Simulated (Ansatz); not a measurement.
# F2Si: the cost of one run

All numbers are computed with Ansatz 0.2.0, driven from Python. Level of theory: SC-NEVPT2/cc-pVDZ.

**1. The system**

Bond lengths: F1–Si2 1.629 Å, Si2–F3 1.629 Å. Angles: F1–Si2–F3 105.8°.

No structure file is read: the coordinates are typed or built in the script.

**2. The code**

File f2si_cas.py:

```python
"""Static correlation in F2Si: natural occupations of an active space."""

import ansatz

geometry = (
    ansatz.Crystal.molecule()
    .atom("F", [0.14735, 1.31247, 0.22629])
    .atom("Si", [-0.57136, -0.04441, -0.31699])
    .atom("F", [0.42401, -1.26805, 0.0907])
)

setup = (
    geometry.calculation()
    .basis(gaussian="cc-pVDZ")
    .correlation(active_electrons=6, active_orbitals=6)
)
for method in ["sc_nevpt2"]:
    summary = (setup if method is None else setup.correlation(method)).run(threads=1, backend="cpu").report
    space = summary["configurations"]
    state = space["states"][0]
    print(method or "casscf", f"total {summary['free_energy_ev'] / 27.211386246:.6f} Ha, active-space state {state['energy']['hartree']:.6f} Ha, mean field {summary['reference_energy_ev'] / 27.211386246:.6f} Ha")
    print("  determinants", state["n_determinants"], " natural occupations", [round(n, 3) for n in space["natural_occupations"]])
print("effectively unpaired electrons, sum of min(n, 2 - n):", round(sum(min(n, 2 - n) for n in space["natural_occupations"]), 3))
```

**3. The calls as engine input**

The package turns the script's settings into the engine's input:

```yaml
crystal:
  periodic: [false, false, false]
  atoms:
    - { symbol: F, position_ang: [0.14735, 1.31247, 0.22629] }
    - { symbol: Si, position_ang: [-0.57136, -0.04441, -0.31699] }
    - { symbol: F, position_ang: [0.42401, -1.26805, 0.0907] }
basis:
  gaussian:
    orbitals: cc-pVDZ
correlation:
  method: sc_nevpt2
  active_space:
    window:
      electrons: 6
      orbitals: 6
```

**4. Launch**

The run is started by

```sh
$ python f2si_cas.py
```

Q: Estimate wall time and peak memory on 1 thread of Arm Neoverse V2, shared host.

About 4.4 s, with a peak of 0.15 GiB.
